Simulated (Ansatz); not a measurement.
Ansatz (an electronic-structure program) input (CCSD(T)/aug-cc-pVDZ):

Ansatz 0.2 input:
```yaml
crystal:
  periodic: [false, false, false]
  atoms:
    - {symbol: B, position_ang: [-0.00000000, -0.00000000, 0.00000000]}
    - {symbol: F, position_ang: [0.01679907, 1.31515438, 0.03157775]}
    - {symbol: F, position_ang: [1.13083137, -0.67238813, -0.00500122]}
    - {symbol: F, position_ang: [-1.14763045, -0.64276625, -0.02657653]}
basis:
  gaussian:
    orbitals: aug-cc-pVDZ
magnetization: {spin_polarized: false}
correlation: {method: ccsd_t, electrons: outside_noble_gas}
output: {forces: true}
```

End of the output:

```
cycle   3  -18.73763096 eV  change   -8.4e-2 eV  update   1.3e-2
cycle   4  -18.72783157 eV  change    9.8e-3 eV  update   2.1e-3
cycle   5  -18.72531347 eV  change    2.5e-3 eV  update   8.0e-4
cycle   6  -18.72589739 eV  change   -5.8e-4 eV  update   2.0e-4
cycle   7  -18.72586601 eV  change    3.1e-5 eV  update   5.6e-5
cycle   8  -18.72581606 eV  change    5.0e-5 eV  update   1.6e-5
cycle   9  -18.72581781 eV  change   -1.8e-6 eV  update   4.2e-6
perturbative correction -0.43312917 eV, -0.0159172035 hartree
the calculation of the forces begins
Total energy: -8814.49464991 eV, -323.9267037052 hartree
Atom 0 at    -0.000000    -0.000000     0.000000 Å, force     0.000000     0.000000     0.000000 eV/Å
Atom 1 at     0.016799     1.315154     0.031578 Å, force     0.014369     1.124942     0.027011 eV/Å
Atom 2 at     1.130831    -0.672388    -0.005001 Å, force     0.967278    -0.575140    -0.004278 eV/Å
Atom 3 at    -1.147630    -0.642766    -0.026577 Å, force    -0.981647    -0.549802    -0.022733 eV/Å
Dipole moment:     0.000000    -0.000000    -0.000000 e Å
```
